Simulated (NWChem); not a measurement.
# One shape, several levels: triplet C5H10

We compute a comparison of 6 runs (UBLYP/6-31G*, U-r2SCAN/6-31G*, U-revPBE/6-31G*, UPBE/6-31G*, USVWN5/6-31G*, UTPSS/6-31G*) of triplet C5H10. 

The calculation is run with NWChem 7.3.0.

### 1 The structure to begin with

C5H10 has 15 atoms, charge 0, and is taken as a triplet. SMILES of the parent species: `C=CCCC`. The shape is that of a PBE0-D4/def2-TZVP optimisation. This is one conformer, not always the lowest. That shape belongs to the parent species and isn't relaxed for this state.

Bond lengths: C1–C2 1.326 Å, C2–C3 1.492 Å, C3–C4 1.529 Å, C4–C5 1.519 Å, C1–H6 1.084 Å, C1–H7 1.086 Å, C2–H8 1.090 Å, C3–H9 1.097 Å, C3–H10 1.095 Å, C4–H11 1.095 Å, C4–H12 1.096 Å, C5–H13 1.094 Å, C5–H14 1.092 Å, C5–H15 1.092 Å. Some angles: C1–C2–C3 125.5°, C2–C3–C4 113.0°, C3–C4–C5 113.2°, C1–C2–H8 118.8°, C3–C2–H8 115.7°, C2–C1–H6 121.7°, C2–C1–H7 121.3°, C2–C3–H9 108.9°, C2–C3–H10 109.6°, C4–C3–H9 108.6°.

### 2 A single-point energy at UBLYP/6-31G(d) (spherical functions) (run 1)

Input file c5h10.xyz:

```xyz
15
C5H10 energy
C     -0.465800     1.494900     1.641300
C     -0.106700     0.249500     1.363600
C      0.933300    -0.151100     0.371600
C      0.382800    -1.036500    -0.747200
C     -0.616700    -0.321100    -1.638900
H     -1.232300     1.716600     2.374900
H      0.000400     2.340800     1.144800
H     -0.605200    -0.569000     1.882700
H      1.728400    -0.698400     0.892300
H      1.394800     0.744600    -0.058300
H      1.219900    -1.402800    -1.349900
H     -0.084500    -1.923400    -0.303900
H     -0.157700     0.545800    -2.123100
H     -1.472200     0.041100    -1.064100
H     -0.992400    -0.981000    -2.424100
```

Input file run.py:

```python
from ase.io import read
from ase.calculators.nwchem import NWChem

atoms = read('c5h10.xyz')

calc = NWChem(
    label='c5h10',
    theory='dft',
    memory='2200 mb',
    basis='6-31G*',
    basispar='spherical bse',
    dft={'xc': 'becke88 lyp', 'mult': '3', 'grid': 'fine', 'convergence': 'energy 1e-08', 'iterations': '100', 'mulliken': None, 'print': 'low'},
    task='energy',
)
atoms.calc = calc

print(f"energy = {atoms.get_potential_energy():.6f} eV")
```

Command:

```
$ export ASE_NWCHEM_COMMAND="nwchem PREFIX.nwi > PREFIX.nwo"
$ python run.py
```

What it wrote:

```text
energy = -5339.487032 eV
```

The calculator wrote c5h10.nwi:

```
title "c5h10"

permanent_dir c5h10

scratch_dir c5h10

start c5h10

geometry units angstrom nocenter noautosym noautoz
  C  -4.6579999999999999e-01 1.4948999999999999e+00 1.6413000000000000e+00
  C  -1.0670000000000000e-01 2.4950000000000000e-01 1.3635999999999999e+00
  C  9.3330000000000002e-01 -1.5110000000000001e-01 3.7159999999999999e-01
  C  3.8279999999999997e-01 -1.0365000000000000e+00 -7.4719999999999998e-01
  C  -6.1670000000000003e-01 -3.2110000000000000e-01 -1.6389000000000000e+00
  H  -1.2323000000000000e+00 1.7165999999999999e+00 2.3748999999999998e+00
  H  4.0000000000000002e-04 2.3408000000000002e+00 1.1448000000000000e+00
  H  -6.0519999999999996e-01 -5.6899999999999995e-01 1.8827000000000000e+00
  H  1.7283999999999999e+00 -6.9840000000000002e-01 8.9229999999999998e-01
  H  1.3948000000000000e+00 7.4460000000000004e-01 -5.8299999999999998e-02
  H  1.2199000000000000e+00 -1.4028000000000000e+00 -1.3499000000000001e+00
  H  -8.4500000000000006e-02 -1.9234000000000000e+00 -3.0390000000000000e-01
  H  -1.5770000000000001e-01 5.4579999999999995e-01 -2.1231000000000000e+00
  H  -1.4722000000000000e+00 4.1099999999999998e-02 -1.0641000000000000e+00
  H  -9.9239999999999995e-01 -9.8099999999999998e-01 -2.4241000000000001e+00
end

memory 2200 mb

basis spherical bse noprint
   * library 6-31G*
end

dft
  xc becke88 lyp
  mult 3
  grid fine
  convergence energy 1e-08
  iterations 100
  mulliken
  print low
end

task dft energy
```

c5h10.nwo:

```text
Northwest Computational Chemistry Package (NWChem) 7.3.0
             --------------------------------------------------------

           Job information
           ---------------

    nwchem branch   = 7.3.0
    use scalapack   = T
    input           = c5h10.nwi
    prefix          = c5h10.
    data base       = c5h10/c5h10.db
    status          = startup
    nproc           =        1

           Memory information
           ------------------

[... 5 lines left out ...]
    hardfail = no
[... 37 lines left out ...]
            Nuclear Dipole moment (a.u.)
[... 113 lines left out ...]
         Total DFT energy =     -196.222530784711
[... 1 line left out ...]
           Coulomb energy =      267.693877987555
[... 1 line left out ...]
 Nuclear repulsion energy =      174.111543178107
[... 41 lines left out ...]
     ------------------------------------------
      Spin Density - Lowdin Population Analysis
     ------------------------------------------

    Atom       Charge   Shell Charges
 -----------   ------   -------------------------------------------------------
    1 C    6     1.03   0.00  0.02  0.57  0.01  0.41  0.02
    2 C    6     0.92   0.00  0.02  0.55  0.01  0.32  0.02
    3 C    6     0.00  -0.00 -0.00 -0.01 -0.00 -0.00  0.02
[... 11 lines of this table left out ...]
   15 H    1    -0.00   0.00 -0.00

     --------------------------
     Expectation value of S2:
     --------------------------
      <S2> =      2.0052 (Exact =     2.0000)

 Task  times  cpu:       57.6s     wall:       57.6s
 Total times  cpu:       57.7s     wall:       57.7s
```

It took 59 s on 1 thread of Intel Xeon Platinum 8259CL at 2.50GHz (Skylake/Cascade Lake), shared host; peak memory 0.12 GiB.

### 3 The energy at U-r2SCAN/6-31G(d) (spherical functions) (run 2)

Input file run.py:

```python
from ase import Atoms
from ase.calculators.nwchem import NWChem

mol = Atoms(['C', 'C', 'C', 'C', 'C', 'H', 'H', 'H', 'H', 'H', 'H', 'H', 'H', 'H', 'H'], positions=[
    [-0.465800, 1.494900, 1.641300],
    [-0.106700, 0.249500, 1.363600],
    [0.933300, -0.151100, 0.371600],
    [0.382800, -1.036500, -0.747200],
    [-0.616700, -0.321100, -1.638900],
    [-1.232300, 1.716600, 2.374900],
    [0.000400, 2.340800, 1.144800],
    [-0.605200, -0.569000, 1.882700],
    [1.728400, -0.698400, 0.892300],
    [1.394800, 0.744600, -0.058300],
    [1.219900, -1.402800, -1.349900],
    [-0.084500, -1.923400, -0.303900],
    [-0.157700, 0.545800, -2.123100],
    [-1.472200, 0.041100, -1.064100],
    [-0.992400, -0.981000, -2.424100],
])

calc = NWChem(
    label='a',
    theory='dft',
    memory='2200 mb',
    basis='6-31G*',
    basispar='spherical bse',
    dft={'xc': 'r2scan', 'mult': '3', 'grid': 'fine', 'convergence': 'energy 1e-08', 'iterations': '100', 'mulliken': None},
    task='energy',
)
mol.calc = calc

e = mol.get_potential_energy()
print(f"E = {e:.6f} eV")
```

Command:

```
$ export ASE_NWCHEM_COMMAND="nwchem PREFIX.nwi > PREFIX.nwo"
$ python run.py
```

What it wrote:

```text
E = -5339.742184 eV
```

The calculator wrote a.nwi:

```
title "a"

permanent_dir a

scratch_dir a

start a

geometry units angstrom nocenter noautosym noautoz
  C  -4.6579999999999999e-01 1.4948999999999999e+00 1.6413000000000000e+00
  C  -1.0670000000000000e-01 2.4950000000000000e-01 1.3635999999999999e+00
  C  9.3330000000000002e-01 -1.5110000000000001e-01 3.7159999999999999e-01
  C  3.8279999999999997e-01 -1.0365000000000000e+00 -7.4719999999999998e-01
  C  -6.1670000000000003e-01 -3.2110000000000000e-01 -1.6389000000000000e+00
  H  -1.2323000000000000e+00 1.7165999999999999e+00 2.3748999999999998e+00
  H  4.0000000000000002e-04 2.3408000000000002e+00 1.1448000000000000e+00
  H  -6.0519999999999996e-01 -5.6899999999999995e-01 1.8827000000000000e+00
  H  1.7283999999999999e+00 -6.9840000000000002e-01 8.9229999999999998e-01
  H  1.3948000000000000e+00 7.4460000000000004e-01 -5.8299999999999998e-02
  H  1.2199000000000000e+00 -1.4028000000000000e+00 -1.3499000000000001e+00
  H  -8.4500000000000006e-02 -1.9234000000000000e+00 -3.0390000000000000e-01
  H  -1.5770000000000001e-01 5.4579999999999995e-01 -2.1231000000000000e+00
  H  -1.4722000000000000e+00 4.1099999999999998e-02 -1.0641000000000000e+00
  H  -9.9239999999999995e-01 -9.8099999999999998e-01 -2.4241000000000001e+00
end

memory 2200 mb

basis spherical bse noprint
   * library 6-31G*
end

dft
  xc r2scan
  mult 3
  grid fine
  convergence energy 1e-08
  iterations 100
  mulliken
end

task dft energy
```

a.nwo:

```text
Northwest Computational Chemistry Package (NWChem) 7.3.0
             --------------------------------------------------------

           Job information
           ---------------

    nwchem branch   = 7.3.0
    use scalapack   = T
    input           = a.nwi
    prefix          = a.
    data base       = a/a.db
    status          = startup
    nproc           =        1

           Memory information
           ------------------

[... 5 lines left out ...]
    hardfail = no
[... 37 lines left out ...]
            Nuclear Dipole moment (a.u.)
[... 95 lines left out ...]
          Convergence on density requested:  1.00D-05
[... 23 lines left out ...]
          Convergence aids based upon iterative change in
[... 29 lines left out ...]
 2-e energy   =     231.239535
[... 85 lines left out ...]
           Coulomb energy =      267.594814540072
[... 643 lines left out ...]
                     DFT Final Beta Molecular Orbital Analysis
[... 737 lines left out ...]
     Multipole analysis of the density
     ---------------------------------

     L   x y z        total         alpha         beta         nuclear
     -   - - -        -----         -----         ----         -------
     0   0 0 0     -0.000000    -21.000000    -19.000000     40.000000

     1   1 0 0      0.029084     -0.083976     -0.946320      1.059380
[... 8 lines of this table left out ...]
     2   0 0 2    -24.921021   -150.962852   -132.287291    258.329123

 Task  times  cpu:       89.0s     wall:       89.0s
 Total times  cpu:       89.0s     wall:       89.0s
```

Wall time 91 s (1 thread of Intel Xeon Platinum 8259CL at 2.50GHz (Skylake/Cascade Lake), shared host); peak memory 0.12 GiB.

Runs 3 to 5 aren't shown in full; the table further down has their settings and results.

### 4 A single-point energy at UTPSS/6-31G(d) (spherical functions) (run 6)

Edit run.py of step 3 so:

```diff
@@ -3,3 +3,3 @@
 
-mol = Atoms(['C', 'C', 'C', 'C', 'C', 'H', 'H', 'H', 'H', 'H', 'H', 'H', 'H', 'H', 'H'], positions=[
+molecule = Atoms(['C', 'C', 'C', 'C', 'C', 'H', 'H', 'H', 'H', 'H', 'H', 'H', 'H', 'H', 'H'], positions=[
     [-0.465800, 1.494900, 1.641300],
@@ -22,3 +22,3 @@
 calc = NWChem(
-    label='a',
+    label='calc',
     theory='dft',
@@ -27,8 +27,8 @@
     basispar='spherical bse',
-    dft={'xc': 'r2scan', 'mult': '3', 'grid': 'fine', 'convergence': 'energy 1e-08', 'iterations': '100', 'mulliken': None},
+    dft={'xc': 'xtpss03 ctpss03', 'mult': '3', 'grid': 'fine', 'convergence': 'energy 1e-08', 'iterations': '100', 'mulliken': None},
     task='energy',
 )
-mol.calc = calc
+molecule.calc = calc
 
-e = mol.get_potential_energy()
+e = molecule.get_potential_energy()
 print(f"E = {e:.6f} eV")
```

Command:

```
$ export ASE_NWCHEM_COMMAND="nwchem PREFIX.nwi > PREFIX.nwo"
$ python run.py
```

What it wrote:

```text
E = -5344.238966 eV
```

The calculator wrote calc.nwi:

```
title "calc"

permanent_dir calc

scratch_dir calc

start calc

geometry units angstrom nocenter noautosym noautoz
  C  -4.6579999999999999e-01 1.4948999999999999e+00 1.6413000000000000e+00
  C  -1.0670000000000000e-01 2.4950000000000000e-01 1.3635999999999999e+00
  C  9.3330000000000002e-01 -1.5110000000000001e-01 3.7159999999999999e-01
  C  3.8279999999999997e-01 -1.0365000000000000e+00 -7.4719999999999998e-01
  C  -6.1670000000000003e-01 -3.2110000000000000e-01 -1.6389000000000000e+00
  H  -1.2323000000000000e+00 1.7165999999999999e+00 2.3748999999999998e+00
  H  4.0000000000000002e-04 2.3408000000000002e+00 1.1448000000000000e+00
  H  -6.0519999999999996e-01 -5.6899999999999995e-01 1.8827000000000000e+00
  H  1.7283999999999999e+00 -6.9840000000000002e-01 8.9229999999999998e-01
  H  1.3948000000000000e+00 7.4460000000000004e-01 -5.8299999999999998e-02
  H  1.2199000000000000e+00 -1.4028000000000000e+00 -1.3499000000000001e+00
  H  -8.4500000000000006e-02 -1.9234000000000000e+00 -3.0390000000000000e-01
  H  -1.5770000000000001e-01 5.4579999999999995e-01 -2.1231000000000000e+00
  H  -1.4722000000000000e+00 4.1099999999999998e-02 -1.0641000000000000e+00
  H  -9.9239999999999995e-01 -9.8099999999999998e-01 -2.4241000000000001e+00
end

memory 2200 mb

basis spherical bse noprint
   * library 6-31G*
end

dft
  xc xtpss03 ctpss03
  mult 3
  grid fine
  convergence energy 1e-08
  iterations 100
  mulliken
end

task dft energy
```

calc.nwo:

```text
Northwest Computational Chemistry Package (NWChem) 7.3.0
             --------------------------------------------------------

           Job information
           ---------------

    nwchem branch   = 7.3.0
    use scalapack   = T
    input           = calc.nwi
    prefix          = calc.
    data base       = calc/calc.db
    status          = startup
    nproc           =        1

           Memory information
           ------------------

[... 5 lines left out ...]
    hardfail = no
[... 37 lines left out ...]
            Nuclear Dipole moment (a.u.)
[... 95 lines left out ...]
          Convergence on density requested:  1.00D-05
[... 22 lines left out ...]
          Convergence aids based upon iterative change in
[... 29 lines left out ...]
 2-e energy   =     231.239535
[... 85 lines left out ...]
           Coulomb energy =      267.665686825218
[... 643 lines left out ...]
                     DFT Final Beta Molecular Orbital Analysis
[... 737 lines left out ...]
     Multipole analysis of the density
     ---------------------------------

     L   x y z        total         alpha         beta         nuclear
     -   - - -        -----         -----         ----         -------
     0   0 0 0     -0.000000    -21.000000    -19.000000     40.000000

     1   1 0 0      0.037728     -0.083324     -0.938329      1.059380
[... 8 lines of this table left out ...]
     2   0 0 2    -24.968301   -150.955194   -132.342230    258.329123

 Task  times  cpu:       95.6s     wall:       95.6s
 Total times  cpu:       95.6s     wall:       95.6s
```

Run time: 98 s. Hardware: 1 thread of Intel Xeon Platinum 8259CL at 2.50GHz (Skylake/Cascade Lake), shared host; peak memory 0.12 GiB.

### 5 The series

```tsv
run	level	energy (Eh)	⟨S²⟩	wall time
1	UBLYP/6-31G* (spherical functions)	-196.222531	2.005	59 s
2	U-r2SCAN/6-31G* (spherical functions)	-196.231907	2.011	91 s
3	U-revPBE/6-31G* (spherical functions)	-196.292673	2.007	68 s
4	UPBE/6-31G* (spherical functions)	-196.067032	2.006	60 s
5	USVWN5/6-31G* (spherical functions)	-194.455505	2.004	38 s
6	UTPSS/6-31G* (spherical functions)	-196.397161	2.009	98 s
```

### 6 Summary of results

| quantity | value |
| --- | --- |
| run 6: total energy | -196.39716 Eh |
| run 6: dipole moment | 0.25 D |
| run 6: HOMO energy (highest over α and β) | -1.49 eV |
| run 6: ⟨S²⟩ | 2.009 |

What this shows: Over runs 2, 3, 4, 5, 6 the dipole moment (its size) runs from 0.22 D (U-r2SCAN/6-31G*) to 0.37 D (USVWN5/6-31G*). Totals of different functionals can't be ranked against each other. All runs together took 6.9 min, the longest 98 s.
